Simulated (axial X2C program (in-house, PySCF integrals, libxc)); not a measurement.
# Which functional? An output for OH

An SCF output computed with an in-house relativistic program for diatomic molecules for OH at 0.972 Å, two-component, state Ω = 3/2, O dyall-av3z [7s6p3d2f], H dyall-v3z [6s2p1d] (cores contracted in-house), without its first line:

```
basis functions 71  fitting functions 378  grid points 4337
iter        total energy     max residual
   1        -75.467252854     3.85e-02
   2        -75.471427615     4.61e-03
   3        -75.471582641     2.72e-03
   4        -75.471607527     9.14e-04
   5        -75.471615120     6.42e-04
   6        -75.471618485     2.33e-04
   7        -75.471618990     7.08e-05
   8        -75.471619032     1.99e-05
   9        -75.471619036     6.22e-06
  10        -75.471619036     9.05e-07
converged
one-electron -112.71853438  Coulomb 41.44655973  exact exchange -8.55068226  xc functional 0.00000000  nuclear repulsion 4.35536799  atomic mean-field constant -0.00433012
```

Which level of theory produced it?
A. r2SCAN
B. HF
C. PBE0

B. The exact-exchange term against the functional term shows a share of 1 of exact exchange.
